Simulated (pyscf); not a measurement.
**Routes from `[F][SiH2][O][SiH2]` [doublet] + `[OH2]`**

Candidate steps break at most two bonds and form at most two. Each was searched with GFN2-xTB (tblite) first. Single points on ωB97X-D3(BJ)/def2-SVP structures (PySCF, gas phase). Energies: ωB97M-D3(BJ)/def2-TZVP, eV, from the separated reactants, doublet surface; ΔG‡ with ideal gas, 1 atm, RRHO with modes under 100 cm⁻¹ raised to 100, one conformer, R ln 2 for chiral ones without a mode under 150 cm⁻¹.

| products | type | ΔE‡ | ΔE | ΔG‡ 298 K | ΔG‡ 900 K | ν‡ (cm⁻¹) |
|---|---|---|---|---|---|---|
| F–SiH₂–O–SiH₃ + OH• | hydrogen abstraction | 0.91 | +1.05 | – | – | 705i |
| HO–SiH•–O–SiH₂–F + H₂ | four-centre exchange | 1.37 | -0.91 | 1.78 | 2.80 | 1396i |

A dash marks a saddle under its separated products, where this table gives no free-energy barrier. Row 1: On the reactant side the descent ends in a complex (not fully relaxed), 0.24 eV under the separated species and 1.09 eV under the saddle at ωB97X-D3(BJ)/def2-TZVP. On the product side the descent ends in a complex, 0.18 eV under the separated species and 0.00 eV under the saddle at ωB97X-D3(BJ)/def2-TZVP. 

Plain bond fissions and candidates not yet searched are not listed, and one of them may be faster. Each barrier is that of the saddle found; lower ones may exist. Left out: orbital degeneracy and the spin-orbit lowering of OH.
